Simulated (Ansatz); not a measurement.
**GeH$_{2}$, triplet: reading a ladder of total energies**

Geometry: a point of a bend scan, not a stationary point.

```xyz
3

Ge    0.0000    0.0000    0.0000
H     0.0000    0.0000   -1.5405
H     0.0000    0.0000    1.5405
```

Basis cc-pVDZ; Ansatz 0.2.0. Correlated methods freeze the noble-gas cores and the filled d shells of p-block atoms, which leaves 6 electrons in 23 orbitals. R marks a restricted (for open shells ROHF) determinant. No spin–orbit coupling is included, and no scalar relativity.

Full CI is exact within this basis and frozen core; it isn't the basis-set limit.

Runs differ by some tens of microhartree through their thresholds and, for an open shell, their frozen cores, so steps under 0.03 kcal/mol mean nothing.

| level | total energy (hartree) |
| --- | --- |
| RHF | -2076.375815 |
| RMP2 | -2076.458302 |
| RCCSD | -2076.481824 |
| RCCSD(T) | -2076.484118 |
| RCCSDT | -2076.484784 |
| RCCSDT(Q) | -2076.484865 |
| full CI | -2076.484865 |

What is the correlation energy at full CI, and what share of it do RMP2 and RCCSDT recover?

E(corr) = -2076.484865 − (-2076.375815) = -0.109050 hartree = -2.967 eV. RMP2: -0.082487 / -0.109050 = 75.64 %. RCCSDT: -0.108969 / -0.109050 = 99.93 %.

By how many kcal/mol does RCCSD(T) miss full CI (1 hartree = 627.509 kcal/mol), and which steps make up the rest?

-2076.484118 − (-2076.484865) = 0.000747 hartree = 0.47 kcal/mol. Steps: RCCSDT − RCCSD(T) = -0.42, RCCSDT(Q) − RCCSDT = -0.05, full CI − RCCSDT(Q) = 0.00 kcal/mol. That is within 1 kcal/mol of the reference in this basis, which itself misses far more of the correlation at the basis-set limit.
